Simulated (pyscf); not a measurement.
A first-order saddle from PySCF, ωB97X-D3(BJ)/def2-SVP:

```xyz
8

O     -0.1364     1.2431     1.0340
Zr     0.3878    -0.8320     1.0536
F      1.2417    -1.2127     2.7031
F     -0.3293    -2.4307     0.3163
F      1.6732    -0.4573    -0.3054
H     -0.1545     1.8990     0.3261
H     -1.1288     0.6316     1.2803
H     -1.5491    -0.3259     1.5120
```
Charge 0, spin multiplicity 1.

Surface: singlet, charge 0. Lowest wavenumbers (cm⁻¹): 1144i, 56, 156, 164, 189.

Task: What reaction is this the transition state of?

Result: HO–Zr(F)(F)–F (SMILES [OH][Zr]([F])([F])[F]) + H₂ (SMILES [H][H]) ⇌ H₂O (SMILES O) + F–ZrH(F)–F (SMILES [F][ZrH]([F])[F]), a four-centre exchange read from left to right: O–Zr, H–H broken and H–O, H–Zr formed. At ωB97M-D3(BJ)/def2-TZVP it lies +1.42 eV from the left side and -0.25 eV from the right (each side as separated species at their lowest minima found). On the product side the descent ends in an adduct with a O–Zr contact, 0.88 eV under the separated species and 0.53 eV under the saddle at ωB97X-D3(BJ)/def2-TZVP. At ωB97M-D3(BJ) the saddle lies under the separated products, which points to a path from their complex (located at ωB97X-D3(BJ) alone), and parting the products costs more than the saddle. What is counted as broken (O–Zr) persists as a longer contact in the product adduct; parting that adduct is a step of its own. At the saddle there is also a short H–Zr contact that neither side keeps. This is the saddle that the search found; another between the same sides may lie lower. Elements past Kr carry the def2 core potentials, without spin-orbit coupling.
